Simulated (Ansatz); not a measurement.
**SiO2 (SMILES O=[Si]=O): a rigid scan of the bond length O1–Si2**

An exercise on one series of results from a longer session: the logs are not shown, and one member is left open.

The runs use Ansatz 0.2.0, Gaussian basis; single points in def2-TZVPP.

Levels: PBE-D4, r2SCAN-D4, PBE0-D4, B3LYP-D4, wB97M-V, Hartree-Fock, MP2, CCSD, CCSD(T). The scan takes 1.295, 1.339, 1.404, 1.480, 1.564, 1.655, 1.751, 1.852, 1.958 Å.

Cores are frozen in the correlated methods. B3LYP uses VWN-RPA correlation.

10 further runs of the same task are left out: 10 set aside as unsound or not needed.

### Where the work starts

The minimum, relaxed at PBE0-D4: SMILES `O=[Si]=O`, 3 atoms, charge 0, spin multiplicity 1.

Atoms are counted from 1 here; the program's logs count them from 0.

Bond lengths: O1–Si2 1.506 Å, Si2–O3 1.506 Å. Angles: O1–Si2–O3 180.0°.

As a file:

```mol
O2Si
  3D, bonds by distance, orders not assigned

  3  2  0  0  0  0  0  0  0  0999 V2000
    0.6977    1.2296    0.5188 O   0  0
   -0.0000    0.0000   -0.0000 Si  0  0
   -0.6977   -1.2296   -0.5188 O   0  0
  1  2  8  0
  2  3  8  0
M  END
```

Energies of the minimum (eV), from earlier single points: PBE-D4 -11965.83407, r2SCAN-D4 -11971.13688, PBE0-D4 -11965.96417, B3LYP-D4 -11974.30130, wB97M-V -11972.31952, CCSD(T) -11954.77882.

At the minimum the bond length O1–Si2 is 1.506 Å.

Set-up of the first run:

Contents of ccsdt-tzvpp/in.yaml:

```yaml
crystal:
  periodic: [false, false, false]
  atoms:
    - {symbol: O, position_ang: [0.697730, 1.229600, 0.518761]}
    - {symbol: Si, position_ang: [0.097727, 0.172236, 0.072664]}
    - {symbol: O, position_ang: [-0.599996, -1.057374, -0.446095]}
basis:
  gaussian: {orbitals: def2-TZVPP}
correlation: {method: ccsd_t}
```

No record of the launch command was kept for these runs.

Steps of the session up to this table: O1–Si2 = 1.295 Å; O1–Si2 = 1.339 Å; O1–Si2 = 1.404 Å; O1–Si2 = 1.480 Å; O1–Si2 = 1.564 Å; O1–Si2 = 1.655 Å; O1–Si2 = 1.751 Å; O1–Si2 = 1.852 Å; O1–Si2 = 1.958 Å.

One of the session's tables, all rows but one given; the rest of the session is left out.

Energies less that of the minimum at the same level (kJ/mol):

```
bond length (Å)  PBE-D4  PBE0-D4  B3LYP-D4  wB97M-V  Hartree-Fock
          1.295   222.0    197.2     201.3    197.9         157.9
          1.339   132.2    112.5     115.8    112.9          80.5
          1.404    48.7     36.6      38.8     36.7          16.6
          1.480     5.1      2.0       2.6      2.0          -3.1
1.506 (minimum)     0.0      0.0       0.0      0.0           0.0
          1.564     2.0      8.7       7.3      8.8          20.1
          1.655    31.9     48.4      44.5     48.8          76.2
          1.751       ?        ?         ?        ?             ?
          1.852   150.0    183.6     173.9    184.8         230.4
          1.958   222.2    261.6     248.7    262.7         303.6
```

Q: Estimate the row for bond length (Å) = 1.751 from the others.

Worked estimate for «PBE-D4». A straight line through the neighbours (1.655, 31.9) and (1.852, 150.0) gives 31.9 + (150.0 − 31.9) × (1.751 − 1.655) / (1.852 − 1.655) = 89.5; a parabola fitted to 4 rows on both sides gives 84.2.

The run gave: PBE-D4: 84.2; PBE0-D4: 109.9; B3LYP-D4: 103.3; wB97M-V: 110.8; Hartree-Fock: 150.8. In «PBE-D4» the line misses by +5.3 and the parabola by 0.0.

Limits of these values: The T1 diagnostic is large here, over the usual mark for main-group molecules (transition-metal compounds often pass it harmlessly), so CCSD(T) itself may be off.
